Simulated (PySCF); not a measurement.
Molecule: SMILES C(=C)C#N, C₃H₃N.

Geometry:
```json
{"atom": "C1", "x (Å)": "-1.024", "y (Å)": "0.262", "z (Å)": "-0.002"}
{"atom": "C2", "x (Å)": "0.094", "y (Å)": "-0.472", "z (Å)": "-0.038"}
{"atom": "C3", "x (Å)": "1.402", "y (Å)": "0.096", "z (Å)": "0.042"}
{"atom": "N4", "x (Å)": "2.470", "y (Å)": "0.543", "z (Å)": "0.105"}
{"atom": "H5", "x (Å)": "-0.992", "y (Å)": "1.350", "z (Å)": "0.094"}
{"atom": "H6", "x (Å)": "-2.003", "y (Å)": "-0.217", "z (Å)": "-0.067"}
{"atom": "H7", "x (Å)": "0.053", "y (Å)": "-1.562", "z (Å)": "-0.134"}
```

Geometry PBE0-D3(BJ)/def2-SVP throughout; GIAO in PySCF 2.14, gas phase, one conformer, non-relativistic; equivalent atoms averaged; basis pcSseg-2.

(1) How do the shifts δ (against TMS, NH3 at the same level) depend on the functional? (ppm; last column core-seconds on shared hosts with different chips, so compare them loosely; the GGAs took longer than the global hybrids here, which isn't the general rule, and the cause wasn't traced)

(2) Which nucleus moves most, in ppm?

## Answers

(1) 
```tsv
functional	kind	C1	C3	C2	N4	H5	H6	H7	core-s
HF	Hartree–Fock	150.2	122.3	116.8	321.7	6.53	6.33	5.68	3.6
LDA	LDA	153.8	128.8	123.2	336.0	6.48	6.27	5.89	9.2
PBE	GGA	146.8	123.7	117.9	320.2	6.35	6.13	5.79	12
BLYP	GGA	145.5	122.2	117.1	318.1	6.26	6.02	5.72	11
BP86	GGA	146.2	123.0	117.5	317.6	6.33	6.11	5.77	11
OPBE	GGA	142.5	121.1	114.2	309.8	6.38	6.18	5.84	11
KT2	GGA	137.4	115.5	109.8	297.9	6.16	5.90	5.64	11
KT3	GGA	135.7	114.6	108.6	294.5	6.14	5.90	5.64	12
B97-D	GGA	141.6	119.8	113.5	306.3	6.26	6.03	5.71	11
B3LYP	global hybrid	148.3	123.3	118.9	319.8	6.34	6.12	5.73	7.3
PBE0	global hybrid	149.6	124.6	119.5	321.2	6.43	6.23	5.80	7.4
mPW1PW91	global hybrid	149.6	124.4	119.6	321.1	6.41	6.21	5.78	7.4
WP04	global hybrid	147.5	120.7	117.6	309.9	6.13	5.96	5.53	9.6
B97-2	global hybrid	145.9	122.2	116.7	312.6	6.36	6.17	5.76	8.3
BHandHLYP	global hybrid	150.5	123.9	119.6	321.6	6.42	6.22	5.74	8.1
CAM-B3LYP	range-separated hybrid	152.0	125.2	122.1	320.5	6.44	6.24	5.79	11
wB97X-D	range-separated hybrid	150.9	124.7	121.3	318.3	6.45	6.28	5.80	11
LC-wPBE	range-separated hybrid	156.6	128.6	125.7	319.2	6.58	6.44	5.88	15
```

(2) N4 (nitrile nitrogen): from 294.5 ppm with KT3 to 336.0 ppm with LDA. The smallest spread is 0.36 ppm, at H7. Proton shifts span only some 12 ppm, so a few tenths of a ppm matter as much there as several ppm in carbon.
